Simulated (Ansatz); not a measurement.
System: C2H2F, charge 0, doublet. C2H2F (SMILES [CH]=CF, doublet).
B3LYP-D3(BJ)/def2-TZVP minimum from Ansatz (a program for electronic structure):
```xyz
5

C      0.0300     0.3889     0.0008
C      1.2398    -0.0873    -0.0066
F     -1.0719    -0.3912     0.0045
H     -0.2254     1.4461     0.0047
H      2.2534     0.2654    -0.0109
```
Charge 0, spin multiplicity 2.

Property: atomisation energy (electronic, to ground-state atoms), in kcal/mol. Radicals and triplets start from unrestricted determinants; spin-orbit coupling is neglected. CBS(X,Y): correlation extrapolated as X^-3, Hartree-Fock from the larger set (Q,5: extrapolated as (X+1)exp(-9√X)). A bracket is a step between two methods taken in the basis named. The functionals are non-relativistic, so their misses hold any scalar relativity. '+ core + X2C': CCSD(T) terms for core correlation (cc-pwCVTZ) and scalar relativity (cc-pVTZ-DK). Where a partner has so few electrons that a lower coupled-cluster level is exact, that level stands in. The UHF reference of C2H2F ([CH]=CF, doublet) is spin-contaminated (<S^2> up to 0.18 over the pure value in the sets run).

CCSD(T)/CBS(cc-pVQZ,cc-pV5Z) + [CCSDT(Q) - CCSD(T)]/cc-pVDZ + core + X2C (Ansatz) gives 451.8 kcal/mol.

Problem. What does PBE/def2-TZVPD (Ansatz) give here, and how do the other levels compare?

Solution. PBE gives 471.6 kcal/mol, 19.8 kcal/mol above it. Differences of the others: r2SCAN/def2-TZVPD (Ansatz) 5.7; B3LYP/def2-TZVPD (Ansatz) -0.3; wB97M-V/def2-TZVPD (Ansatz) 0.0; CCSD(T)/CBS(cc-pVQZ,cc-pV5Z) + core + X2C (Ansatz) -1.0 kcal/mol. Nearer than PBE: r2SCAN/def2-TZVPD, B3LYP/def2-TZVPD, wB97M-V/def2-TZVPD, CCSD(T)/CBS(cc-pVQZ,cc-pV5Z) + core + X2C.
